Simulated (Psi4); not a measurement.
Process, species as SMILES: C=C=O + H+ → C=C=[OH+]
B3LYP-D3(BJ)/def2-TZVP geometries, fixed; electronic energies without zero-point terms; positive where energy is released.
Largest species:
```
C
O 1 1.2226
C 1 1.2711 2 174.10
H 2 0.9881 1 116.97 3 -180.00
H 3 1.0898 1 120.12 2 90.72
H 3 1.0898 5 119.74 1 -178.57
```
Charge +1, spin multiplicity 1.

Basis-set convergence of the proton affinity at PBE with Psi4. Cartesian d functions, on some or all atoms, in 6-31+G*; all else is spherical. Density fitting with the program's default auxiliary sets. Psi4's default fitting sets serve the pcseg sets less well. The proton sits at the site shown, which need not be the one that binds it best. No added dispersion term, no relativity. Functions are those of the species that has most. Reference: the value in def2-QZVPPD, 160.94 kcal/mol, itself unsure by roughly 0.09 kcal/mol (its mean distance from def2-QZVPP, cc-pVQZ). Deviations are taken from unrounded values.

| basis | functions |
|---|---|
| def2-SV(P) | 48 |
| def2-SVP | 57 |
| 6-31+G* | 63 |
| 6-311+G** | 84 |
| aug-pcseg-1 | 96 |
| 6-311++G(2d,2p) | 111 |
| def2-TZVP | 111 |
| def2-TZVPP | 135 |
| 6-311++G(3df,3pd) | 171 |
| aug-pcseg-2 | 207 |
| def2-QZVPP | 261 |

Question: Which is the smallest set listed that can be trusted to 1 kcal/mol here, that is, within that of the reference together with its larger relatives (same family, alike in diffuse functions; a set with none to test it counts only in the reference's own line)?

Answer: The smallest set listed that lies within 1 kcal/mol of the reference with all its larger relatives (same family, alike in diffuse functions; a set with none counts only in the reference's own line) is def2-SVP (57 functions, 0.27 kcal/mol off). Inside, with no larger relative to test it: aug-pcseg-2. Value minus reference: def2-SV(P) -6.42, def2-SVP 0.27, 6-31+G* -3.88, 6-311+G** -1.61, aug-pcseg-1 -1.99, 6-311++G(2d,2p) -0.37, def2-TZVP -0.68, def2-TZVPP 0.15, 6-311++G(3df,3pd) -0.23, aug-pcseg-2 -0.12, def2-QZVPP 0.02 kcal/mol.
